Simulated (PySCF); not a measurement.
Species: CH4S.
Bonds: C1–S2. Hydrogens: H3, H4, H5 on C1; H6 on S2.

Method: PySCF, PBE0-D3(BJ)/def2-SVP geometry optimisation, gas phase; density fitting, grid level 1; the optimiser is geomeTRIC in internal coordinates, started from a GFN2-xTB structure with every atom displaced at random (about 0.01 Å).

Step 0: E = -11928.1747 eV
```
atom  x, y, z in Å  |  force x, y, z in eV/Å
C1     -0.4836   -0.0386    0.0130    0.161   1.050  -0.816
S2      1.1205    0.7862   -0.1152   -0.198   0.471   0.005
H3     -0.6109   -0.5240    0.9555   -0.143  -0.594   0.948
H4     -1.2082    0.7826   -0.0613   -0.182  -0.097  -0.002
H5     -0.6343   -0.7155   -0.8255   -0.153  -0.299  -0.179
H6      1.8406   -0.3207   -0.0113    0.514  -0.531   0.045
```

Question: Estimate the geometry and energy of step 1. (The exact step hangs on the optimiser's Hessian estimate; all steps are aligned on step 0, rigid shifts and turns removed.)

Answer: E = -11928.2108 eV, largest force 0.337 eV/Å
```
atom  x, y, z in Å  |  force x, y, z in eV/Å
C1     -0.4864   -0.0167    0.0021   -0.016  -0.222   0.252
S2      1.1288    0.7896   -0.1036    0.192  -0.100  -0.012
H3     -0.6261   -0.5331    0.9704    0.021   0.100  -0.213
H4     -1.2352    0.7818   -0.0692   -0.030   0.054  -0.015
H5     -0.6522   -0.7226   -0.8237   -0.001   0.007  -0.007
H6      1.8953   -0.3291   -0.0207   -0.165   0.161  -0.006
```

The energy changes by -0.0361 eV. The first-order estimate −F·Δx gives -0.0950 eV and the mean of the old and new forces, exact on a quadratic surface, -0.0373 eV. The step makes an angle of 51° with the force vector and moves no atom by more than 0.056 Å.

What follows is the cost of the whole optimisation. Hardware: an AMD EPYC 7R13 with one thread, shared host. Cost: 3.0 s, 0.28 GiB resident at most.
